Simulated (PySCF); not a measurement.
# CO2: magnetic properties

Aim: compute the magnetic properties of CO2 (`O=C=O`).

Computed with PySCF 2.14.0 and routines of our own; the level stands in each step. Atoms count from 0.

## (1) The system as given

3 atoms, charge 0, multiplicity 1; geometry from: GFN2-xTB.

## (2) Geometry optimisation at PBE0-D3(BJ)/def2-SVP

The job: settings as JSON, then the geometry in Å.

```
{"job": {"xc": "PBE0", "basis": "def2-SVP", "d3": "d3bj", "grid": 1, "kind": "geom"}, "charge": 0, "multiplicity": 1}
O     -1.101216     0.364368    -0.006098
C      0.003834     0.069783    -0.004194
O      1.108864    -0.224797    -0.002262
```

Started as:

```sh
OMP_NUM_THREADS=1 python excited_run.py task.json out
```

The driver reads the jobs from task.json and runs them one after another.

The program printed:

```text
step   0  E = -188.24312459  max force = 0.036391
step   1  E = -188.24421897  max force = 0.001416
step   2  E = -188.24422003  max force = 0.000241
optimisation converged
```

Run time: 1.4 s. Hardware: 1 thread of Intel Xeon Platinum 8375C at 2.90GHz, shared host; peak memory 0.25 GiB.

The steps of the relaxation:

```csv
step,energy from step 0 (eV),largest force component (eV/Å)
0,0.0000,1.8713
1,-0.0298,0.0728
2,-0.0298,0.0124
```

Distances of close pairs at the start and the end, largest changes first:

```csv
bond,before (Å),after (Å),change (Å)
C1–O2,1.144,1.159,+0.016
O0–C1,1.144,1.159,+0.016
```

The next job starts from the end point, and lists it.

```csv
at the end point,value
point group (found at 0.08 Å tolerance),Dinfh
"rotational constants (GHz, main isotopes)","11.755, 11.755"
dipole moment (D),0.00
```

## (3) Magnetic properties: GIAO B3LYP/3-21G

The job: settings as JSON, then the geometry in Å.

```
{"job": {"kind": "mag", "xc": "B3LYP", "basis": "3-21G"}, "charge": 0, "multiplicity": 1}
O     -1.123175     0.360114    -0.013581
C     -0.004717     0.055118    -0.011873
O      1.113755    -0.249881    -0.010165
```

With the program's defaults for keys left out, this is: GIAO B3LYP/3-21G magnetisability, rotational g tensor and spin-rotation constants, non-relativistic, gas phase.

The program printed:

```text
coarse grid: 3264 points
cycle   1  E = -187.3219010303  dE =  6.387e-01  |g| = 9.216e-01  |ddm| = 2.156e+00
cycle   2  E = -187.0260426777  dE =  2.959e-01  |g| = 1.595e+00  |ddm| = 1.435e+00
cycle   3  E = -187.4874548558  dE = -4.614e-01  |g| = 3.361e-02  |ddm| = 8.886e-01
cycle   4  E = -187.4875976360  dE = -1.428e-04  |g| = 1.181e-02  |ddm| = 2.669e-02
cycle   5  E = -187.4876282669  dE = -3.063e-05  |g| = 1.166e-03  |ddm| = 8.693e-03
cycle   6  E = -187.4876284297  dE = -1.628e-07  |g| = 6.103e-04  |ddm| = 7.991e-04
final grid: 33624 points
cycle   7  E = -187.5215455295  dE = -1.385e-06  |g| = 2.081e-03  |ddm| = 7.202e-03
cycle   8  E = -187.5215411913  dE =  4.338e-06  |g| = 5.271e-03  |ddm| = 4.309e-03
cycle   9  E = -187.5215462711  dE = -5.080e-06  |g| = 6.348e-04  |ddm| = 3.273e-03
cycle  10  E = -187.5215463453  dE = -7.424e-08  |g| = 2.973e-05  |ddm| = 3.611e-04
cycle  11  E = -187.5215463455  dE = -1.621e-10  |g| = 7.016e-06  |ddm| = 2.741e-05
converged SCF energy = -187.5215463455

Magnetisability tensor (1e-30 J/T^2)
     -414.42       16.42       -0.09
       16.42     -358.69        0.03
       -0.09        0.03     -354.21
isotropic -375.77   principal values    -418.89   -354.21   -354.21
isotropic susceptibility -22.630 1e-6 cm^3/mol

Inertial axes            a          b          c
rot. const./GHz           -    11.7546    11.7546
chi total           -25.226    -21.331    -21.331
chi diamagnetic     -25.226   -121.262   -121.262
chi paramagnetic      0.000     99.930     99.930
quadrupole/D A       -5.440      2.720      2.720
g nuclear                 -     0.5038     0.5038
g electronic              -    -0.5518    -0.5518
g total                   -    -0.0480    -0.0480

Spin-rotation constants (kHz, H = +C I.J)
atom  isotope        aa         bb         cc
  0    17O*           -     -2.341     -2.341
  1    13C*           -      4.375      4.375
* in the singly substituted isotopologue
```

Wall time 1.1 s (1 thread of Intel Xeon Platinum 8375C at 2.90GHz, shared host); peak memory 0.26 GiB.

In short:

```csv
quantity,value
magnetisability,-376·10⁻³⁰ J/T²
molar susceptibility,-22.6·10⁻⁶ cm³/mol
"rotational g (a, b, c)","–, -0.0480, -0.0480"
```

The fields below are evaluated on a grid from the run's orbitals.

Frontier orbitals at B3LYP/3-21G, with the share of their density that lies nearest to each atom:

```csv
orbital,energy (eV),lies on
HOMO,-9.65,"O0, O2 about 48 % each"
LUMO,1.09,"C1 51 %; O0, O2 about 24 % each"
```

ELF in a plane through or near 3 of the atoms.

Ten even steps from ' ' (0.00) to '@' (0.96):
```
                                                        
                                                        
                                                        
                          ....                          
                          ....                          
              ::--==--::::::::::::--==--::              
            ::++####**======++====**####++::            
          ..++##%%%%%%************##%%%%##++..          
        ..::**%%%%%%**%%**::::**%%##**%%%%**::..        
        ..--##%%##==..%%--@@@@==%%----%%%%##--..        
        ..--##%%%%==::%%--@@@@--%%::--%%%%##--..        
        ..::**%%%%**##%%**::::**%%**##%%%%**::..        
          ..++##%%%%%%************%%%%%%##++..          
            ::++####**====++======**####++::            
              ::--==--::::::::::::--==--::              
                          ....                          
                          ....                          
                                                        
                                                        
                                                        
```
The map spans 7.5 Å across and 5.2 Å up, centred on the molecule. Atoms in the plane (x, y in Å): O0 (-1.2, 0.0), C1 (0.0, 0.0), O2 (1.2, 0.0).

log10 of the density (e/Å³) in the same plane.

Values, 10 rows by 14 columns:
```
-4.0 -4.0 -4.0 -4.0 -4.0 -4.0 -4.0 -4.0 -4.0 -4.0 -4.0 -4.0 -4.0 -4.0
-4.0 -4.0 -4.0 -4.0 -3.5 -2.9 -2.7 -2.6 -2.8 -3.1 -3.9 -4.0 -4.0 -4.0
-4.0 -4.0 -4.0 -2.9 -2.1 -1.8 -1.7 -1.8 -1.8 -1.8 -2.3 -3.6 -4.0 -4.0
-4.0 -4.0 -2.5 -1.5 -0.7 -0.5 -0.6 -0.6 -0.6 -0.5 -1.0 -2.1 -3.4 -4.0
-4.0 -3.8 -1.7 -0.7  0.4  0.6  0.2  0.3  0.4  0.7 -0.1 -1.4 -2.7 -4.0
-4.0 -3.6 -1.7 -0.6  0.7  1.9  0.5  1.6  0.6  2.2  0.1 -1.2 -2.5 -4.0
-4.0 -4.0 -2.0 -1.0 -0.1  0.1 -0.1 -0.1 -0.1  0.1 -0.5 -1.6 -2.9 -4.0
-4.0 -4.0 -3.1 -2.1 -1.3 -1.1 -1.2 -1.2 -1.1 -1.1 -1.6 -2.7 -4.0 -4.0
-4.0 -4.0 -4.0 -3.4 -2.5 -2.1 -2.1 -2.0 -2.1 -2.3 -2.9 -4.0 -4.0 -4.0
-4.0 -4.0 -4.0 -4.0 -4.0 -3.8 -3.4 -3.3 -3.5 -4.0 -4.0 -4.0 -4.0 -4.0
```
The map spans 7.5 Å across and 5.2 Å up, centred on the molecule. Atoms in the plane (x, y in Å): O0 (-1.2, 0.0), C1 (0.0, 0.0), O2 (1.2, 0.0).

On the surface of density 0.002 e/bohr³ the electrostatic potential runs, from the 1st to the 99th percentile, from -0.97 V near O0 to 1.53 V near C1.

## (4) Magnetic properties: GIAO B3LYP/IGLO-II

The job: settings as JSON, then the geometry in Å.

```
{"job": {"kind": "mag", "xc": "B3LYP", "basis": "IGLO-II"}, "charge": 0, "multiplicity": 1}
O     -1.123175     0.360114    -0.013581
C     -0.004717     0.055118    -0.011873
O      1.113755    -0.249881    -0.010165
```

Level: GIAO B3LYP/IGLO-II magnetisability, rotational g tensor and spin-rotation constants, non-relativistic, gas phase.

The program printed:

```text
coarse grid: 3264 points
cycle   1  E = -188.4839673567  dE =  6.590e-01  |g| = 9.322e-01  |ddm| = 1.708e+00
cycle   2  E = -188.1549422057  dE =  3.290e-01  |g| = 1.694e+00  |ddm| = 1.020e+00
cycle   3  E = -188.6327840127  dE = -4.778e-01  |g| = 3.935e-02  |ddm| = 6.651e-01
cycle   4  E = -188.6329990356  dE = -2.150e-04  |g| = 1.729e-02  |ddm| = 3.025e-02
cycle   5  E = -188.6330573710  dE = -5.834e-05  |g| = 1.948e-03  |ddm| = 1.030e-02
cycle   6  E = -188.6330578667  dE = -4.956e-07  |g| = 3.099e-04  |ddm| = 7.136e-04
final grid: 33624 points
cycle   7  E = -188.6424289349  dE = -1.095e-05  |g| = 4.286e-03  |ddm| = 6.314e-03
cycle   8  E = -188.6424226286  dE =  6.306e-06  |g| = 7.474e-03  |ddm| = 4.122e-03
cycle   9  E = -188.6424316694  dE = -9.041e-06  |g| = 4.572e-04  |ddm| = 2.854e-03
cycle  10  E = -188.6424316659  dE =  3.520e-09  |g| = 4.772e-04  |ddm| = 3.572e-04
cycle  11  E = -188.6424317064  dE = -4.053e-08  |g| = 1.005e-05  |ddm| = 1.909e-04
cycle  12  E = -188.6424317064  dE = -1.319e-11  |g| = 3.959e-06  |ddm| = 5.909e-06
converged SCF energy = -188.6424317064

Magnetisability tensor (1e-30 J/T^2)
     -424.63       23.76       -0.13
       23.76     -343.97        0.04
       -0.13        0.04     -337.49
isotropic -368.69   principal values    -431.11   -337.49   -337.49
isotropic susceptibility -22.203 1e-6 cm^3/mol

Inertial axes            a          b          c
rot. const./GHz           -    11.7546    11.7546
chi total           -25.962    -20.324    -20.324
chi diamagnetic     -25.962   -121.561   -121.561
chi paramagnetic      0.000    101.237    101.237
quadrupole/D A       -4.946      2.473      2.473
g nuclear                 -     0.5038     0.5038
g electronic              -    -0.5591    -0.5591
g total                   -    -0.0553    -0.0553

Spin-rotation constants (kHz, H = +C I.J)
atom  isotope        aa         bb         cc
  0    17O*           -     -2.579     -2.579
  1    13C*           -      5.498      5.498
* in the singly substituted isotopologue
```

Wall time 1.4 s (1 thread of Intel Xeon Platinum 8375C at 2.90GHz, shared host); peak memory 0.33 GiB.

From this job:

```csv
quantity,value
magnetisability,-369·10⁻³⁰ J/T²
molar susceptibility,-22.2·10⁻⁶ cm³/mol
"rotational g (a, b, c)","–, -0.0553, -0.0553"
```

## (5) Magnetic properties: GIAO B3LYP/6-31++G**

The job: settings as JSON, then the geometry in Å.

```
{"job": {"kind": "mag", "xc": "B3LYP", "basis": "6-31++G**"}, "charge": 0, "multiplicity": 1}
O     -1.123175     0.360114    -0.013581
C     -0.004717     0.055118    -0.011873
O      1.113755    -0.249881    -0.010165
```

With the program's defaults for keys left out, this is: GIAO B3LYP/6-31++G** magnetisability, rotational g tensor and spin-rotation constants, non-relativistic, gas phase.

The program printed:

```text
coarse grid: 3264 points
cycle   1  E = -188.4757073499  dE =  6.664e-01  |g| = 8.574e-01  |ddm| = 2.171e+00
cycle   2  E = -188.1723687207  dE =  3.033e-01  |g| = 1.562e+00  |ddm| = 1.478e+00
cycle   3  E = -188.6123657647  dE = -4.400e-01  |g| = 2.223e-02  |ddm| = 9.671e-01
cycle   4  E = -188.6124548769  dE = -8.911e-05  |g| = 9.812e-03  |ddm| = 2.960e-02
cycle   5  E = -188.6124772473  dE = -2.237e-05  |g| = 1.700e-03  |ddm| = 8.645e-03
cycle   6  E = -188.6124777138  dE = -4.665e-07  |g| = 3.295e-04  |ddm| = 8.978e-04
final grid: 33624 points
cycle   7  E = -188.5869688018  dE = -2.030e-06  |g| = 3.634e-03  |ddm| = 1.148e-02
cycle   8  E = -188.5869633440  dE =  5.458e-06  |g| = 6.653e-03  |ddm| = 5.897e-03
cycle   9  E = -188.5869712854  dE = -7.941e-06  |g| = 3.562e-04  |ddm| = 3.848e-03
cycle  10  E = -188.5869713035  dE = -1.802e-08  |g| = 2.000e-04  |ddm| = 3.256e-04
cycle  11  E = -188.5869713111  dE = -7.638e-09  |g| = 3.032e-05  |ddm| = 1.369e-04
cycle  12  E = -188.5869713113  dE = -1.727e-10  |g| = 3.108e-06  |ddm| = 1.998e-05
converged SCF energy = -188.5869713113

Magnetisability tensor (1e-30 J/T^2)
     -428.55       25.77       -0.14
       25.77     -341.08        0.04
       -0.14        0.04     -334.06
isotropic -367.90   principal values    -435.58   -334.06   -334.06
isotropic susceptibility -22.155 1e-6 cm^3/mol

Inertial axes            a          b          c
rot. const./GHz           -    11.7546    11.7546
chi total           -26.231    -20.117    -20.117
chi diamagnetic     -26.231   -121.746   -121.746
chi paramagnetic      0.000    101.629    101.629
quadrupole/D A       -4.851      2.426      2.426
g nuclear                 -     0.5038     0.5038
g electronic              -    -0.5612    -0.5612
g total                   -    -0.0574    -0.0574

Spin-rotation constants (kHz, H = +C I.J)
atom  isotope        aa         bb         cc
  0    17O*           -     -2.298     -2.298
  1    13C*           -      4.944      4.944
* in the singly substituted isotopologue
```

Run time: 1.3 s. Hardware: 1 thread of Intel Xeon Platinum 8375C at 2.90GHz, shared host; peak memory 0.33 GiB.

Key values:

```csv
quantity,value
magnetisability,-368·10⁻³⁰ J/T²
molar susceptibility,-22.2·10⁻⁶ cm³/mol
"rotational g (a, b, c)","–, -0.0574, -0.0574"
```

## (6) Magnetic properties: GIAO B3LYP/IGLO-III

The job: settings as JSON, then the geometry in Å.

```
{"job": {"kind": "mag", "xc": "B3LYP", "basis": "IGLO-III"}, "charge": 0, "multiplicity": 1}
O     -1.123175     0.360114    -0.013581
C     -0.004717     0.055118    -0.011873
O      1.113755    -0.249881    -0.010165
```

With the program's defaults for keys left out, this is: GIAO B3LYP/IGLO-III magnetisability, rotational g tensor and spin-rotation constants, non-relativistic, gas phase.

The program printed:

```text
coarse grid: 3264 points
cycle   1  E = -188.5172130023  dE =  6.567e-01  |g| = 9.316e-01  |ddm| = 1.685e+00
cycle   2  E = -188.1671747424  dE =  3.500e-01  |g| = 1.727e+00  |ddm| = 7.993e-01
cycle   3  E = -188.6656610030  dE = -4.985e-01  |g| = 3.804e-02  |ddm| = 5.157e-01
cycle   4  E = -188.6658656185  dE = -2.046e-04  |g| = 1.758e-02  |ddm| = 2.387e-02
cycle   5  E = -188.6659269483  dE = -6.133e-05  |g| = 1.925e-03  |ddm| = 8.648e-03
cycle   6  E = -188.6659274072  dE = -4.589e-07  |g| = 2.952e-04  |ddm| = 6.395e-04
final grid: 33624 points
cycle   7  E = -188.6708840393  dE = -1.648e-05  |g| = 3.190e-03  |ddm| = 2.997e-02
cycle   8  E = -188.6708802474  dE =  3.792e-06  |g| = 5.740e-03  |ddm| = 2.729e-03
cycle   9  E = -188.6708856617  dE = -5.414e-06  |g| = 3.407e-04  |ddm| = 1.685e-03
cycle  10  E = -188.6708856527  dE =  9.013e-09  |g| = 4.059e-04  |ddm| = 2.201e-04
cycle  11  E = -188.6708856817  dE = -2.903e-08  |g| = 4.043e-05  |ddm| = 1.276e-04
cycle  12  E = -188.6708856820  dE = -2.948e-10  |g| = 6.573e-06  |ddm| = 1.802e-05
converged SCF energy = -188.6708856820

Magnetisability tensor (1e-30 J/T^2)
     -428.57       26.76       -0.15
       26.76     -337.74        0.04
       -0.15        0.04     -330.44
isotropic -365.58   principal values    -435.86   -330.44   -330.44
isotropic susceptibility -22.016 1e-6 cm^3/mol

Inertial axes            a          b          c
rot. const./GHz           -    11.7546    11.7546
chi total           -26.248    -19.900    -19.900
chi diamagnetic     -26.248   -121.428   -121.428
chi paramagnetic      0.000    101.529    101.529
quadrupole/D A       -4.472      2.236      2.236
g nuclear                 -     0.5038     0.5038
g electronic              -    -0.5607    -0.5607
g total                   -    -0.0569    -0.0569

Spin-rotation constants (kHz, H = +C I.J)
atom  isotope        aa         bb         cc
  0    17O*           -     -2.570     -2.570
  1    13C*           -      5.666      5.666
* in the singly substituted isotopologue
```

Run time: 2.6 s. Hardware: 1 thread of Intel Xeon Platinum 8375C at 2.90GHz, shared host; peak memory 0.47 GiB.

In short:

```csv
quantity,value
magnetisability,-366·10⁻³⁰ J/T²
molar susceptibility,-22.0·10⁻⁶ cm³/mol
"rotational g (a, b, c)","–, -0.0569, -0.0569"
```

## (7) Magnetic properties: GIAO B3LYP/cc-pCVDZ

The job: settings as JSON, then the geometry in Å.

```
{"job": {"kind": "mag", "xc": "B3LYP", "basis": "cc-pCVDZ"}, "charge": 0, "multiplicity": 1}
O     -1.123175     0.360114    -0.013581
C     -0.004717     0.055118    -0.011873
O      1.113755    -0.249881    -0.010165
```

Level: GIAO B3LYP/cc-pCVDZ magnetisability, rotational g tensor and spin-rotation constants, non-relativistic, gas phase.

The program printed:

```text
coarse grid: 3264 points
cycle   1  E = -188.4458381622  dE =  6.598e-01  |g| = 9.246e-01  |ddm| = 3.914e+00
cycle   2  E = -188.1220543602  dE =  3.238e-01  |g| = 1.654e+00  |ddm| = 2.912e+00
cycle   3  E = -188.5980346224  dE = -4.760e-01  |g| = 3.966e-02  |ddm| = 1.963e+00
cycle   4  E = -188.5983107287  dE = -2.761e-04  |g| = 1.686e-02  |ddm| = 1.158e-01
cycle   5  E = -188.5983695385  dE = -5.881e-05  |g| = 1.860e-03  |ddm| = 3.226e-02
cycle   6  E = -188.5983700157  dE = -4.772e-07  |g| = 3.224e-04  |ddm| = 1.826e-03
final grid: 33624 points
cycle   7  E = -188.6027863390  dE = -4.384e-06  |g| = 3.253e-03  |ddm| = 1.787e-02
cycle   8  E = -188.6027821961  dE =  4.143e-06  |g| = 5.897e-03  |ddm| = 1.055e-02
cycle   9  E = -188.6027882423  dE = -6.046e-06  |g| = 3.900e-04  |ddm| = 6.625e-03
cycle  10  E = -188.6027882619  dE = -1.961e-08  |g| = 2.265e-04  |ddm| = 6.031e-04
cycle  11  E = -188.6027882713  dE = -9.432e-09  |g| = 3.077e-05  |ddm| = 2.563e-04
cycle  12  E = -188.6027882715  dE = -1.749e-10  |g| = 3.144e-06  |ddm| = 4.800e-05
converged SCF energy = -188.6027882715

Magnetisability tensor (1e-30 J/T^2)
     -417.16       21.05       -0.12
       21.05     -345.72        0.03
       -0.12        0.03     -339.98
isotropic -367.62   principal values    -422.90   -339.98   -339.98
isotropic susceptibility -22.138 1e-6 cm^3/mol

Inertial axes            a          b          c
rot. const./GHz           -    11.7546    11.7546
chi total           -25.468    -20.474    -20.474
chi diamagnetic     -25.468   -120.452   -120.452
chi paramagnetic      0.000     99.978     99.978
quadrupole/D A       -4.251      2.125      2.125
g nuclear                 -     0.5038     0.5038
g electronic              -    -0.5521    -0.5521
g total                   -    -0.0483    -0.0483

Spin-rotation constants (kHz, H = +C I.J)
atom  isotope        aa         bb         cc
  0    17O*           -     -2.408     -2.408
  1    13C*           -      5.119      5.119
* in the singly substituted isotopologue
```

Wall time 1.2 s (1 thread of Intel Xeon Platinum 8375C at 2.90GHz, shared host); peak memory 0.39 GiB.

In short:

```csv
quantity,value
magnetisability,-368·10⁻³⁰ J/T²
molar susceptibility,-22.1·10⁻⁶ cm³/mol
"rotational g (a, b, c)","–, -0.0483, -0.0483"
```

## (8) Magnetic properties: GIAO B3LYP/def2-SVPD

The job: settings as JSON, then the geometry in Å.

```
{"job": {"kind": "mag", "xc": "B3LYP", "basis": "def2-SVPD"}, "charge": 0, "multiplicity": 1}
O     -1.123175     0.360114    -0.013581
C     -0.004717     0.055118    -0.011873
O      1.113755    -0.249881    -0.010165
```

With the program's defaults for keys left out, this is: GIAO B3LYP/def2-SVPD magnetisability, rotational g tensor and spin-rotation constants, non-relativistic, gas phase.

The program printed:

```text
coarse grid: 3264 points
cycle   1  E = -188.2749726214  dE =  6.328e-01  |g| = 8.663e-01  |ddm| = 2.443e+00
cycle   2  E = -187.9595083884  dE =  3.155e-01  |g| = 1.591e+00  |ddm| = 1.801e+00
cycle   3  E = -188.4137239486  dE = -4.542e-01  |g| = 2.201e-02  |ddm| = 1.228e+00
cycle   4  E = -188.4138071710  dE = -8.322e-05  |g| = 1.022e-02  |ddm| = 4.927e-02
cycle   5  E = -188.4138308040  dE = -2.363e-05  |g| = 1.777e-03  |ddm| = 1.144e-02
cycle   6  E = -188.4138312859  dE = -4.819e-07  |g| = 3.334e-04  |ddm| = 1.103e-03
final grid: 33624 points
cycle   7  E = -188.4578364746  dE = -5.683e-06  |g| = 4.197e-03  |ddm| = 2.227e-02
cycle   8  E = -188.4578294194  dE =  7.055e-06  |g| = 7.616e-03  |ddm| = 8.019e-03
cycle   9  E = -188.4578395633  dE = -1.014e-05  |g| = 3.260e-04  |ddm| = 5.308e-03
cycle  10  E = -188.4578395763  dE = -1.308e-08  |g| = 1.960e-04  |ddm| = 3.506e-04
cycle  11  E = -188.4578395836  dE = -7.223e-09  |g| = 2.777e-05  |ddm| = 1.469e-04
cycle  12  E = -188.4578395837  dE = -1.638e-10  |g| = 2.175e-06  |ddm| = 2.690e-05
converged SCF energy = -188.4578395837

Magnetisability tensor (1e-30 J/T^2)
     -431.63       25.40       -0.14
       25.40     -345.39        0.04
       -0.14        0.04     -338.47
isotropic -371.83   principal values    -438.56   -338.47   -338.47
isotropic susceptibility -22.392 1e-6 cm^3/mol

Inertial axes            a          b          c
rot. const./GHz           -    11.7546    11.7546
chi total           -26.410    -20.383    -20.383
chi diamagnetic     -26.410   -121.718   -121.718
chi paramagnetic      0.000    101.335    101.335
quadrupole/D A       -4.616      2.308      2.308
g nuclear                 -     0.5038     0.5038
g electronic              -    -0.5596    -0.5596
g total                   -    -0.0558    -0.0558

Spin-rotation constants (kHz, H = +C I.J)
atom  isotope        aa         bb         cc
  0    17O*           -     -2.261     -2.261
  1    13C*           -      5.055      5.055
* in the singly substituted isotopologue
```

Wall time 1.5 s (1 thread of Intel Xeon Platinum 8375C at 2.90GHz, shared host); peak memory 0.39 GiB.

In short:

```csv
quantity,value
magnetisability,-372·10⁻³⁰ J/T²
molar susceptibility,-22.4·10⁻⁶ cm³/mol
"rotational g (a, b, c)","–, -0.0558, -0.0558"
```

## (9) The levels compared

```csv
level,ξ (10⁻³⁰ J/T²),g(a),g(b),gap (eV),functions,time
GIAO B3LYP/3-21G,-376,–,-0.0480,10.74,27,1.1 s
GIAO B3LYP/IGLO-II,-369,–,-0.0553,11.02,66,1.4 s
GIAO B3LYP/6-31++G**,-368,–,-0.0574,9.96,54,1.3 s
GIAO B3LYP/IGLO-III,-366,–,-0.0569,10.65,105,2.6 s
GIAO B3LYP/cc-pCVDZ,-368,–,-0.0483,11.07,54,1.2 s
GIAO B3LYP/def2-SVPD,-372,–,-0.0558,10.16,66,1.5 s
```

## (10) Outcome

```
                                         quantity                    value
                                      point group                    Dinfh
             rotational constants (main isotopes)         11.75, 11.75 GHz
       magnetisability (step 3, GIAO B3LYP/3-21G)          -376·10⁻³⁰ J/T²
  molar susceptibility (step 3, GIAO B3LYP/3-21G)       -22.6·10⁻⁶ cm³/mol
rotational g (a, b, c) (step 3, GIAO B3LYP/3-21G)      –, -0.0480, -0.0480
            surface potential, 1st and 99th percentile       -0.97 V and 1.53 V
                  magnetisability over the levels  -376 to -366·10⁻³⁰ J/T²
```

What this shows: Relaxing lowered the energy by 0.030 eV in 2 steps; the close pair that moved most is C1–O2, from 1.144 to 1.159 Å. No frequency check was run at this level, so the end point may be a saddle. The magnetisability spreads by 2.8 % over 6 levels, from GIAO B3LYP/3-21G (1.1 s) to GIAO B3LYP/IGLO-III (2.6 s); the runs took 1.1 s to 2.6 s. Vibrational averaging and real surroundings are missing from these values.
